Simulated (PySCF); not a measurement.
PySCF input for trimethylamine cation (C3H9N), SMILES CN(C)C (connectivity only; charge and spin as stated), charge +1, multiplicity 2, B3LYP-D3(BJ)/def2-SVP. Geometry: B3LYP-D3(BJ)/def2-SVP. The multiplicity is an assumed one; other spin states were not compared.

```python
import numpy as np
from pyscf import gto, scf, dft, df
from pyscf.hessian import thermo

mol = gto.M(
    atom='''
    C    -1.37709616   -0.43302505    0.00000000
    N     0.00000000   -0.00000000   -0.00000000
    C     0.31353738    1.40911278   -0.00000000
    C     1.06355877   -0.97608773    0.00000000
    H    -1.55911233   -1.06406175   -0.88937874
    H    -2.05557560    0.42785351   -0.00000000
    H    -1.55911233   -1.06406175    0.88937873
    H    -0.14194834    1.88226177   -0.88937873
    H     1.39831981    1.56625393    0.00000001
    H    -0.14194835    1.88226176    0.88937874
    H     1.70106067   -0.81820001   -0.88937873
    H     1.70106067   -0.81820001    0.88937873
    H     0.65725580   -1.99410744   -0.00000000
    ''',
    basis='def2-SVP',
    charge=1,
    spin=1,
    max_memory=1600,
    verbose=3,
)
mf = dft.UKS(mol, xc='b3lyp').density_fit(auxbasis='def2-universal-jkfit')
mf.disp = 'd3bj'
mf.grids.level = 3
mf.conv_tol = 1e-11
mf.max_cycle = 100
mf.kernel()
fine, coarse = mf.grids, dft.Grids(mol).set(level=1).build(with_non0tab=True)
for _ in range(3):  # follow internal instabilities
    mf.grids = coarse
    mo, _, stable, _ = mf.stability(return_status=True, nroots=4)
    mf.grids = fine
    if stable:
        break
    mf.kernel(mf.make_rdm1(mo, mf.mo_occ))

# [left out here: the lines that compute and print the analytic Hessian (its translational invariance restored by hand, since the grid's response is missing), thermochemistry and intensities]
```

Log of the run:

```
[...]
      11   H                -0.24  0.13  0.08    0.14  0.04 -0.14   -0.10 -0.21  0.15
      12   H                 0.00 -0.00  0.22   -0.01  0.01  0.00   -0.17  0.16  0.00
Mode                                15                  16                  17
Irrep
Freq [cm^-1]                     1385.9467           1397.1810           1397.2176
Reduced mass [au]                   1.0920              1.1915              1.1917
Force const [Dyne/A]                1.2358              1.3704              1.3707
Char temp [K]                    1994.0687           2010.2323           2010.2850
Normal mode                   x     y     z       x     y     z       x     y     z
       0   C                 0.03  0.03  0.00    0.04  0.01  0.00   -0.04  0.01  0.00
       1   N                -0.00  0.00 -0.00    0.06  0.06  0.00    0.06 -0.06 -0.00
       2   C                 0.01 -0.05 -0.00   -0.02 -0.01  0.00   -0.02 -0.05 -0.00
       3   C                -0.05  0.01 -0.00    0.03 -0.05 -0.00    0.02 -0.01  0.00
       4   H                -0.21 -0.23  0.23   -0.39 -0.19  0.22    0.13 -0.02 -0.01
       5   H                -0.05 -0.04 -0.00   -0.16 -0.14 -0.00    0.01  0.05 -0.00
       6   H                -0.21 -0.23 -0.23   -0.39 -0.19 -0.22    0.13 -0.02  0.01
       7   H                -0.09  0.30  0.23    0.05 -0.13 -0.10    0.07  0.43  0.20
       8   H                -0.01  0.07  0.00   -0.01 -0.07 -0.00   -0.05  0.20  0.00
       9   H                -0.09  0.30 -0.23    0.05 -0.13  0.10    0.07  0.43 -0.20
      10   H                 0.31 -0.07  0.23   -0.22  0.22 -0.12   -0.28  0.15 -0.18
      11   H                 0.31 -0.07 -0.23   -0.22  0.22  0.12   -0.28  0.15  0.18
      12   H                 0.06 -0.03 -0.00   -0.14  0.02  0.00   -0.15  0.06 -0.00
Mode                                18                  19                  20
Irrep
Freq [cm^-1]                     1423.9797           1424.0370           1427.9763
Reduced mass [au]                   1.0425              1.0425              1.0434
Force const [Dyne/A]                1.2455              1.2455              1.2536
Char temp [K]                    2048.7898           2048.8721           2054.5399
Normal mode                   x     y     z       x     y     z       x     y     z
       0   C                 0.00  0.00 -0.04    0.00 -0.00  0.03   -0.00 -0.00  0.02
       1   N                 0.00  0.00 -0.00   -0.00  0.00  0.00    0.00 -0.00  0.04
       2   C                -0.00 -0.00 -0.00   -0.00  0.00 -0.04    0.00 -0.00  0.02
       3   C                 0.00 -0.00  0.04    0.00  0.00  0.02   -0.00  0.00  0.02
       4   H                 0.30 -0.17  0.04   -0.15  0.10 -0.02   -0.26  0.12 -0.02
       5   H                -0.00 -0.00  0.51    0.00  0.00 -0.29    0.00  0.00 -0.38
       6   H                -0.30  0.17  0.04    0.15 -0.10 -0.02    0.26 -0.12 -0.02
       7   H                 0.01  0.02  0.00   -0.33 -0.18  0.04    0.24  0.17 -0.02
       8   H                -0.00 -0.00 -0.00    0.00 -0.00  0.58    0.00 -0.00 -0.39
       9   H                -0.01 -0.02  0.00    0.33  0.18  0.04   -0.24 -0.17 -0.02
      10   H                -0.01 -0.32 -0.04    0.01 -0.21 -0.02    0.03 -0.29 -0.02
      11   H                 0.01  0.32 -0.04   -0.01  0.21 -0.02   -0.03  0.29 -0.02
      12   H                -0.00  0.00 -0.50    0.00 -0.00 -0.30    0.00 -0.00 -0.38
Mode                                21                  22                  23
Irrep
Freq [cm^-1]                     1465.1658           1465.2606           1480.1480
Reduced mass [au]                   1.1524              1.1523              1.1058
Force const [Dyne/A]                1.4575              1.4576              1.4273
Char temp [K]                    2108.0474           2108.1837           2129.6035
Normal mode                   x     y     z       x     y     z       x     y     z
       0   C                 0.01  0.01  0.00   -0.05 -0.01 -0.00   -0.05  0.00  0.00
       1   N                 0.06 -0.04 -0.00    0.04  0.06 -0.00   -0.00  0.00 -0.00
       2   C                 0.02  0.05 -0.00   -0.01 -0.01 -0.00    0.03  0.04 -0.00
       3   C                -0.02  0.03 -0.00   -0.03  0.03 -0.00    0.02 -0.05  0.00
       4   H                -0.08  0.15 -0.08    0.07 -0.25  0.15    0.18 -0.18  0.08
       5   H                -0.28 -0.22 -0.00    0.33  0.29  0.00    0.29  0.26  0.00
       6   H                -0.08  0.15  0.08    0.07 -0.25 -0.15    0.18 -0.18 -0.08
       7   H                -0.31  0.06  0.17   -0.02 -0.03 -0.01   -0.25 -0.06  0.08
       8   H                 0.09 -0.55  0.00   -0.00 -0.09  0.00    0.08 -0.38  0.00
       9   H                -0.31  0.06 -0.17   -0.02 -0.03  0.01   -0.25 -0.06 -0.08
      10   H                -0.11 -0.09 -0.09   -0.17 -0.22 -0.14    0.07  0.25  0.08
      11   H                -0.11 -0.09  0.09   -0.17 -0.22  0.14    0.07  0.25 -0.08
      12   H                 0.19 -0.06  0.00    0.49 -0.19  0.00   -0.37  0.12 -0.00
Mode                                24                  25                  26
Irrep
Freq [cm^-1]                     3002.9434           3002.9528           3014.2641
Reduced mass [au]                   1.0355              1.0355              1.0382
Force const [Dyne/A]                5.5019              5.5019              5.5576
Char temp [K]                    4320.5670           4320.5805           4336.8549
Normal mode                   x     y     z       x     y     z       x     y     z
       0   C                -0.01 -0.01  0.00    0.02  0.03  0.00    0.02  0.02  0.00
       1   N                -0.00 -0.00  0.00    0.00 -0.00  0.00    0.00  0.00 -0.00
       2   C                 0.01 -0.04 -0.00   -0.00  0.01  0.00    0.01 -0.03 -0.00
       3   C                 0.03 -0.00 -0.00    0.03 -0.01 -0.00   -0.03  0.01  0.00
       4   H                 0.03  0.10  0.14   -0.08 -0.28 -0.41   -0.06 -0.21 -0.31
       5   H                 0.05 -0.07  0.00   -0.16  0.20  0.00   -0.12  0.15  0.00
       6   H                 0.03  0.10 -0.14   -0.08 -0.28  0.41   -0.06 -0.21  0.31
       7   H                -0.21  0.22 -0.43    0.04 -0.04  0.09   -0.15  0.16 -0.31
       8   H                 0.27  0.03  0.00   -0.05 -0.01 -0.00    0.19  0.03  0.00
       9   H                -0.21  0.22  0.43    0.04 -0.04 -0.09   -0.15  0.16  0.31
      10   H                -0.20 -0.05  0.29   -0.22 -0.06  0.33    0.21  0.06 -0.31
      11   H                -0.20 -0.05 -0.29   -0.22 -0.06 -0.33    0.21  0.06  0.31
      12   H                 0.07  0.16 -0.00    0.08  0.19 -0.00   -0.07 -0.18 -0.00
Mode                                27                  28                  29
Irrep
Freq [cm^-1]                     3076.5043           3079.2997           3079.3054
Reduced mass [au]                   1.1016              1.1017              1.1017
Force const [Dyne/A]                6.1432              6.1548              6.1548
Char temp [K]                    4426.4048           4430.4266           4430.4349
Normal mode                   x     y     z       x     y     z       x     y     z
       0   C                 0.00 -0.00 -0.05    0.00 -0.00 -0.03   -0.00  0.00  0.07
       1   N                 0.00 -0.00 -0.00    0.00 -0.00 -0.00   -0.00  0.00  0.00
       2   C                 0.00  0.00 -0.05   -0.00 -0.00  0.07   -0.00  0.00 -0.01
       3   C                 0.00 -0.00 -0.05    0.00 -0.00 -0.04   -0.00 -0.00 -0.06
       4   H                 0.06  0.23  0.31    0.03  0.12  0.16   -0.08 -0.30 -0.41
       5   H                -0.00  0.00 -0.01   -0.00  0.00 -0.00    0.00 -0.00  0.01
       6   H                -0.06 -0.23  0.31   -0.03 -0.12  0.16    0.08  0.30 -0.41
       7   H                 0.17 -0.17  0.31   -0.23  0.23 -0.43    0.04 -0.04  0.06
       8   H                -0.00 -0.00 -0.01    0.00  0.00  0.01   -0.00 -0.00 -0.00
       9   H                -0.17  0.17  0.31    0.23 -0.23 -0.43   -0.04  0.04  0.06
      10   H                -0.23 -0.06  0.31   -0.20 -0.05  0.27   -0.25 -0.07  0.34
      11   H                 0.23  0.06  0.31    0.20  0.05  0.27    0.25  0.07  0.34
      12   H                 0.00  0.00 -0.01    0.00  0.00 -0.01   -0.00 -0.00 -0.01
Mode                                30                  31                  32
Irrep
Freq [cm^-1]                     3184.1802           3185.6002           3185.6093
Reduced mass [au]                   1.1057              1.1056              1.1056
Force const [Dyne/A]                6.6052              6.6103              6.6104
Char temp [K]                    4581.3264           4583.3694           4583.3825
Normal mode                   x     y     z       x     y     z       x     y     z
       0   C                -0.02  0.05 -0.00   -0.03  0.06 -0.00   -0.00  0.00 -0.00
       1   N                 0.00 -0.00 -0.00    0.00  0.00 -0.00   -0.00  0.00 -0.00
       2   C                 0.05 -0.00  0.00   -0.03  0.00 -0.00   -0.07  0.00 -0.00
       3   C                -0.03 -0.04  0.00    0.02  0.03 -0.00   -0.03 -0.05  0.00
       4   H                -0.02 -0.07 -0.10   -0.03 -0.09 -0.14    0.00 -0.00 -0.01
       5   H                 0.32 -0.41 -0.00    0.44 -0.58 -0.00    0.03 -0.03 -0.00
       6   H                -0.02 -0.07  0.10   -0.03 -0.09  0.14    0.00 -0.00  0.01
       7   H                -0.05  0.05 -0.10    0.03 -0.03  0.07    0.06 -0.06  0.13
       8   H                -0.51 -0.07  0.00    0.33  0.04 -0.00    0.65  0.09 -0.00
       9   H                -0.05  0.05  0.10    0.03 -0.03 -0.07    0.06 -0.06 -0.13
      10   H                 0.07  0.02 -0.10   -0.05 -0.01  0.08    0.08  0.02 -0.12
      11   H                 0.07  0.02  0.10   -0.05 -0.01 -0.08    0.08  0.02  0.12
      12   H                 0.20  0.47 -0.00   -0.15 -0.37 -0.00    0.24  0.57  0.00
temperature 298.1500 [K]
pressure 101325.00 [Pa]
Rotational constants [GHz] 8.45556 8.45556 4.59561
Symmetry number 3
Zero-point energy (ZPE) 0.11794 [Eh]   309648.084 [J/mol]
                           tot       elec      trans        rot        vib
Entropy [J/mol/K]       320.556      5.763    159.623     92.938     62.232
Cv [J/mol/K]             84.140      0.000     12.472     12.472     59.197
Cp [J/mol/K]             92.454      0.000     20.786     12.472     59.197
Internal energy [J/mol]                      3718.434   3718.434 318998.072
Internal energy [Eh]   -173.95687  -174.08120
Enthalpy [J/mol]                             6197.391   3718.434 318998.072
Enthalpy [Eh]          -173.95592
Gibbs free energy [J/mol]                  -41394.283 -23990.942 300443.513
Gibbs free energy [Eh] -173.99232
mode   freq/cm-1   IR/(km/mol)
   1       81.05         0.000
   2       81.24         0.000
   3      109.55         5.598
   4      343.05         3.399
   5      420.54         0.077
   6      420.76         0.076
   7      788.58         0.000
   8     1005.52         0.000
   9     1005.58         0.000
  10     1026.63         4.870
  11     1026.67         4.871
  12     1078.62         0.000
  13     1120.29         4.539
  14     1291.72        25.683
  15     1291.75        25.655
  16     1385.95         0.000
  17     1397.18        19.169
  18     1397.22        19.149
  19     1423.98         0.001
  20     1424.04         0.007
  21     1427.98        67.290
  22     1465.17        16.413
  23     1465.26        16.409
  24     1480.15         0.000
  25     3002.94        32.912
  26     3002.95        32.914
  27     3014.26         0.000
  28     3076.50        23.185
  29     3079.30         0.000
  30     3079.31         0.000
  31     3184.18         0.000
  32     3185.60         7.485
  33     3185.61         7.485
max |gradient| / (hartree/bohr): 2.464752874365249e-05
APT charges: [-0.0076  0.1628 -0.0077 -0.0076  0.1042  0.0784  0.1042  0.1042  0.0784
  0.1042  0.1042  0.1042  0.0783]
```

The run converged.

Cost: roughly 3 core-minutes.
